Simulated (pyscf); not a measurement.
**Four-centre exchange: `[CH3][Al]([NH2])[NH2]` + `[H][H]` -> `[NH2][AlH][NH2]` + `[CH4]`**

Gas phase, singlet surface, charge 0. Bonds broken: Al1–C2, H12–H13. Bonds formed: Al1–H12, C2–H13. Optimised with ωB97X-D3(BJ)/def2-SVP in PySCF.

Transition state (Å):

```xyz
13

Al    -0.9564     1.1038     0.3417
C      0.8578     2.2091     0.2983
N     -0.9491     0.1582    -1.1677
N     -2.4057     1.8883     1.0187
H      1.2066     2.8905     1.0896
H      0.3711     2.8538    -0.4611
H      1.7238     1.7295    -0.1841
H     -0.1623     0.0708    -1.8008
H     -1.6603    -0.5251    -1.4043
H     -3.0991     2.3822     0.4680
H     -2.6514     1.9192     2.0013
H     -0.1480     0.4327     1.7711
H      0.4210     1.1756     1.2777
```

One imaginary mode, 1435i cm⁻¹; descent along it reached the two sides named.

```
bond     change  reactant side (Å)  saddle  product side
-------  ------  -----------------  ------  ------------
Al1–C2   breaks              1.953   2.125           3.2
H12–H13  breaks              0.762   1.058           2.8
Al1–H12   forms                2.9   1.774         1.582
C2–H13    forms                3.8   1.489         1.102
```

Electronic energies relative to the separated reactants (kJ/mol):

```csv
level,barrier,reaction energy,reverse barrier
ωB97X-D3(BJ)/def2-TZVP,151.3,-24.2,175.5
PBE/def2-TZVP,130.5,-27.5,158.0
r²SCAN/def2-TZVP,132.9,-24.7,157.6
B3LYP-D3(BJ)/def2-TZVP,149.0,-28.5,177.5
PBE0-D3(BJ)/def2-TZVP,134.4,-27.0,161.4
M06-2X/def2-TZVP,158.5,-17.4,175.9
ωB97M-D3(BJ)/def2-TZVP,152.3,-27.8,180.1
HF/def2-TZVP,204.5,-50.8,255.4
```

With ωB97M-D3(BJ)/def2-TZVP energies and thermal terms (ideal gas, 1 atm, RRHO with modes under 100 cm⁻¹ raised to 100, one conformer, R ln 2 for chiral ones without a mode under 150 cm⁻¹), in kJ/mol:

| T (K) | ΔH‡ | ΔG‡ | ΔH | ΔG |
|---|---|---|---|---|
| 298 | 156.3 | 192.4 | -16.4 | -17.5 |
| 600 | 152.3 | 230.7 | -22.7 | -16.2 |
| 900 | 151.2 | 270.3 | -27.3 | -11.8 |
| 1200 | 151.7 | 309.9 | -30.5 | -6.1 |

At the saddle there is also a short Al–H contact that neither side keeps. One saddle was located; it need not be the lowest between these sides.
